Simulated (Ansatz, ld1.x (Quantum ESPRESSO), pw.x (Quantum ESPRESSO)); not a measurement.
## Equation-of-state test of one PAW potential (H)

| Quantity | Value |
| --- | --- |
| Element | hydrogen (H) |
| Generator | ld1.x (Quantum ESPRESSO) 7.5 |
| Type | PAW |
| Functional | PBEsol |
| Relativity | scalar-relativistic |
| Frozen core | none |
| Valence charge | 1 |
| Reference configuration | 1s1 |
| Partial waves | 1s (bound): rcut 1.20, rcutus 1.55 bohr; 1s channel at 1.3 Ry: rcut 1.20, rcutus 1.55 bohr; 2p channel at -0.15 Ry: rcut 1.45, rcutus 1.55 bohr; 2p channel at 0.45 Ry: rcut 1.45, rcutus 1.55 bohr |
| Local potential | all-electron potential smoothed inside 1.30 bohr (lloc = -2) |
| Core correction | none |
| Augmentation charge | BESSEL, radius 1.35 bohr |

Atomic tests: cutoffs needed: 10 Ry and 18 Ry (the cutoffs (Ry, on a coarse ladder) from which the occupation-weighted sum of valence levels, in a spherical-Bessel basis at the reference potential, stays within 10 and 1 mRy of its value at 400 Ry); ghost test: no extra level below or beside the all-electron valence levels (s, p, d, f tested) (spherical-Bessel basis up to 400 Ry, 20 bohr box); lowest eigenvalue of the overlap operator: 0.99 (p channel).

Crystal test: fcc H in pw.x 7.5, no spin, 18³ k-points, Fermi–Dirac smearing 0.01 Ry, cutoffs 40/320 Ry. The reference is all-electron LAPW (Ansatz 0.2.0) with the same functional, mesh and smearing; V0 and B0 come from Birch–Murnaghan fits to the pressures at five volumes. Errors are pseudo minus all-electron; Δ is the rms difference of the E(V) curves that follow from these fits, minima aligned, over ±6 % about the mean V0. Mesh and smearing are coarse, so the numbers serve the comparison and aren't converged zero-temperature values; the lattice is a test structure that the element need not adopt.

All-electron: a0 = 2.267 Å (V0 = 2.91 Å³/atom), B0 = 114.1 GPa.

Task: How far does the potential miss the all-electron equation of state?

Result: mean pressure error (GPa): +0.26; a0 (Å): 2.269; a0 error (%): +0.07; B0 error (%): +0.2; Δ (meV/atom): 0.2.

| V (Å³/atom) | P all-electron (GPa) | P pseudo (GPa) |
| --- | --- | --- |
| 2.771 | 6.23 | 6.54 |
| 2.844 | 2.90 | 3.18 |
| 2.917 | -0.10 | 0.15 |
| 2.990 | -2.80 | -2.58 |
| 3.063 | -5.23 | -5.03 |

Task: At the middle volume, how do free energy and pressure move when the wave cutoff is lowered (ecutrho held at 320 Ry)?

Result:

```tsv
cutoff (Ry)	shift of F (meV/atom)	shift of P (GPa)
18	+3.8	-0.98
24	+0.8	-0.16
32	+0.3	-0.04
```

Input at the middle volume:

```
&control
  calculation='scf', prefix='x', pseudo_dir='./', outdir='./tmp', tstress=.true., disk_io='none'
/
&system
  ibrav=0, nat=1, ntyp=1, ecutwfc=40, ecutrho=320, nbnd=7,
  occupations='smearing', smearing='fd', degauss=0.01
/
&electrons
  conv_thr=1e-09, mixing_beta=0.4, electron_maxstep=70
/
ATOMIC_SPECIES
H 1.0 H.UPF
CELL_PARAMETERS angstrom
  0.00000000 1.13405855 1.13405855
  1.13405855 0.00000000 1.13405855
  1.13405855 1.13405855 0.00000000
ATOMIC_POSITIONS crystal
H 0.0000 0.0000 0.0000
K_POINTS automatic
18 18 18 0 0 0
```

```bash
pw.x < H.scf.in > H.scf.out
```

Lines of the output:

```
Message from routine setup:
     using ibrav=0 with symmetry is DISCOURAGED, use correct ibrav instead
     lattice parameter (alat)  =       3.0307  a.u.
     unit-cell volume          =      19.6849 (a.u.)^3
     number of electrons       =         1.00
     number of Kohn-Sham states=            7
     kinetic-energy cutoff     =      40.0000  Ry
     charge density cutoff     =     320.0000  Ry
     scf convergence threshold =      1.0E-09
     Exchange-correlation= SLA  PW   PSX  PSC
     number of k points=   195  Fermi-Dirac smearing, width (Ry)=  0.0100
     iteration #  1     ecut=    40.00 Ry     beta= 0.40
     total energy              =      -1.07181830 Ry
     estimated scf accuracy    <       0.00000567 Ry
     iteration #  2     ecut=    40.00 Ry     beta= 0.40
     total energy              =      -1.07164852 Ry
     estimated scf accuracy    <       0.00000205 Ry
     iteration #  3     ecut=    40.00 Ry     beta= 0.40
     total energy              =      -1.07164875 Ry
     estimated scf accuracy    <          5.1E-09 Ry
     iteration #  4     ecut=    40.00 Ry     beta= 0.40
     the Fermi energy is     4.0779 ev
!    total energy              =      -1.07164874 Ry
     estimated scf accuracy    <          1.3E-10 Ry
     smearing contrib. (-TS)   =      -0.00044607 Ry
     convergence has been achieved in   4 iterations
          total   stress  (Ry/bohr**3)                   (kbar)     P=        1.48
     Message from routine punch:
     Nothing written, as per user request (disk_io='none')
```

The run at the middle volume (195 k-points, 4 iterations) took about 1.5 s on one core of a shared host (Neoverse-V1, 64 threads, 503 GiB, load 36).
